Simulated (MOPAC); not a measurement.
MOPAC input (PM3):

```
PM3 1SCF UHF MS=0.5 GEO-OK AUX(PRECISION=9) THREADS=1
C3H6Cl

C     1.01507197 1   -0.58561759 1    0.00621102 1
C     2.42102843 1   -0.10465548 1    0.00237052 1
C     0.03438900 1    0.59146367 1   -0.00567664 1
H     0.81158166 1   -1.19058228 1    0.89273520 1
H     0.81257307 1   -1.20754575 1   -0.86872628 1
Cl   -1.68292060 1    0.01861049 1   -0.00112644 1
H     2.92912026 1    0.11926184 1   -0.92547672 1
H     2.92807801 1    0.13709513 1    0.92630458 1
H     0.15218135 1    1.21766313 1    0.87507589 1
H     0.15317941 1    1.20058596 1   -0.89819258 1
```

Task: What heat of formation does the run end on, and which ionisation energy by Koopmans theorem?

Result: 7.94 kcal/mol; 9.88 eV.
